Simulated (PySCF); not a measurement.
All values below come from PBE-D3(BJ)/def2-TZVP // PBE0-D4/def2-TZVP (PySCF). Gas-phase values, no solvent. Delta-SCF ions had no search for a lower state. Excitations are Tamm–Dancoff values on a coarser integration grid. The basis has no diffuse functions, so Rydberg states are missing or too high.

Reference species (SMILES): `ClB(Cl)Cl` (neutral, multiplicity 1).

```json
{
 "LUMO": "-2.61 eV",
 "T1 excitation (TDA)": "4.93 eV",
 "vertical ionisation energy (Delta-SCF)": "10.77 eV",
 "HOMO–LUMO gap": "5.04 eV"
}
```

After one change: the LUMO decreases by 0.31 eV; the T1 excitation (TDA) falls by 0.93 eV; the vertical ionisation energy (Delta-SCF) drops by 0.95 eV; the HOMO–LUMO gap falls by 0.95 eV.

Problem. What was changed between the two runs? The new species is one of these.
A) `BrB(Br)Br`
B) `ClB(Cl)Br`
C) `ClB(Br)Br`

Solution. A, `BrB(Br)Br`
